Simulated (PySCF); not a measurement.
Geometries of 3 isomers of C3H7OP, from PySCF 2.14.0, PBE0-D3(BJ)/def2-SVP geometry optimisation, gas phase. One conformer each, no zero-point energy, no frequencies.

**Question.** Which isomer lies lowest at this level?
A.
```xyz
12
angstrom
C     -1.168    0.685   -0.718
C     -0.208    0.371    0.402
C      1.294    0.160    0.046
P      0.419   -1.303    0.598
O      0.067   -2.505   -0.214
H     -1.023    1.714   -1.086
H     -2.210    0.583   -0.381
H     -1.028   -0.004   -1.565
H     -0.382    0.935    1.328
H      2.056    0.638    0.670
H      1.519    0.196   -1.026
H      0.730   -1.492    1.968
```
B.
```xyz
12
angstrom
C      1.583    0.611   -0.132
P      0.347   -0.701   -0.007
O      0.861   -2.103   -0.006
C     -1.096   -0.106    0.871
C     -1.219   -0.157   -0.682
H      2.262    0.536    0.730
H      2.170    0.456   -1.049
H      1.113    1.603   -0.151
H     -1.685   -0.850    1.418
H     -1.087    0.879    1.350
H     -1.873   -0.943   -1.074
H     -1.308    0.791   -1.224
```
C.
```xyz
12
angstrom
C     -1.501    0.340   -0.269
P     -0.174    1.529    0.251
C      1.223    0.369    0.731
C      1.548   -0.738   -0.239
O      1.868    0.571    1.729
H     -1.646   -0.498    0.428
H     -1.266   -0.055   -1.268
H     -2.448    0.895   -0.353
H     -0.589    1.767    1.591
H      2.505   -1.197    0.044
H      0.757   -1.505   -0.216
H      1.600   -0.353   -1.270
```

**Answer.** C. That is `CPC(C)=O`, 6.1 kcal/mol below the next.

| SMILES | atoms numbered as above | E (Eh) | relative (kcal/mol) | relative (kJ/mol) | dipole (D) |
| --- | --- | --- | --- | --- | --- |
| CPC(C)=O | [CH3:1][PH:2][C:3]([CH3:4])=[O:5] | -534.50095 | 0.0 | 0.0 | 3.11 |
| CP1(=O)CC1 | [CH3:1][P:2]1(=[O:3])[CH2:4][CH2:5]1 | -534.49128 | 6.1 | 25.4 | 3.99 |
| C[C@@H]1C[P@@H]1=O | [CH3:1][C@@H:2]1[CH2:3][P@@H:4]1=[O:5] | -534.47909 | 13.7 | 57.4 | 3.79 |

As drawn, the lowest has a C=O bond, which the highest lacks; the highest has a three-membered ring and a P=O bond, which the lowest lacks.
